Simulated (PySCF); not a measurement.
## Telling isomers of C5H5N apart by NMR

Computational details: J couplings at B3LYP/pcJ-1 (spin–dipole term left out of most H,H and C,H couplings), geometry: PBE0-D3(BJ)/def2-SVP, shielding tensors at PBE0/pcSseg-1 (GIAO), in PySCF (no solvent model, non-relativistic Hamiltonian, one averaged value for each set of equivalent atoms, single conformer).

Chemical shifts δ = σref − σ; ¹H (σ = 31.27 ppm) and ¹³C (σ = 184.41 ppm) against TMS, all at this level. Multiplet labels drop J under 1 Hz and among equivalent protons, and merge close values. Unscaled 3J(H,H) run several per cent high. Shifts are as computed. Against solution values, carbons near 30 ppm lie about +2 ppm off and those near 130 ppm about +5 ppm. Of 1211 compounds with measured shifts, 218 miss one by over three times the rms of a fit or turn the order of signals round; such compounds aren't used in these exercises. Across acyclic CH2–CH2 and CH–CH2 bonds, 3J(H,H) assumes equally populated rotamers.

(1) Tabulate the signals of `C=C/C=C\C#N`, `C#CCCC#N`, `CC1=C[C@@H]1C#N` and their relative energies.

(2) What is the quickest way to tell C=C/C=C\C#N from C#CCCC#N?

(3) What is the quickest way to tell C=C/C=C\C#N from CC1=C[C@@H]1C#N?

(4) What is the quickest way to tell C#CCCC#N from CC1=C[C@@H]1C#N?

Results:

(1) 
```tsv
SMILES	carbon types	δC	δH	E rel. (kcal/mol)
C=C/C=C\C#N	1×C 3×CH 1×CH2	157.9, 142.0, 135.8, 120.7, 105.2	7.18 (m, 1H), 6.69 (tt, 1H), 5.96 (dq, 1H), 5.89 (dq, 1H), 5.14 (dq, 1H)	0.0
C#CCCC#N	2×C 1×CH 2×CH2	122.7, 83.4, 77.6, 18.5, 18.2	2.44 (td, 2H), 2.23 (t, 2H), 2.00 (t, 1H)	19.9
CC1=C[C@@H]1C#N	2×C 2×CH 1×CH3	127.7, 121.8, 103.3, 11.9, 6.4	6.50 (quint, 1H), 2.28 (d, 3H), 1.66 (d, 1H)	26.1
```

Energies are electronic energies at PBE0/pcSseg-1 on these geometries, without zero-point or thermal terms, each for the one conformer computed, which needn't be the lowest.

(2) Both give the same number of carbon signals, but DEPT or the intensities differ. The first has an alkene CH at 157.9 ppm, the second a propargylic sp3 CH2 at 18.5 ppm. Their most deshielded carbons lie at 157.9 and 122.7 ppm. In the proton spectra the most deshielded non-exchanging signals are 7.18 (m, 1H) and 2.44 (td, J = 8.4, 4.1 Hz, 2H).

(3) Both give the same number of carbon signals, but DEPT or the intensities differ. The first has a terminal =CH2 carbon at 135.8 ppm, the second an allylic methyl carbon (CH3) at 11.9 ppm. Their most deshielded carbons lie at 157.9 and 127.7 ppm. In the proton spectra the most deshielded non-exchanging signals are 7.18 (m, 1H) and 6.50 (quint, J = 2.0 Hz, 1H).

(4) Both give the same number of carbon signals, but DEPT or the intensities differ. The first has a propargylic sp3 CH2 at 18.5 ppm, the second an allylic methyl carbon (CH3) at 11.9 ppm. Their most deshielded carbons lie at 122.7 and 127.7 ppm. In the proton spectra the most deshielded non-exchanging signals are 2.44 (td, J = 8.4, 4.1 Hz, 2H) and 6.50 (quint, J = 2.0 Hz, 1H).
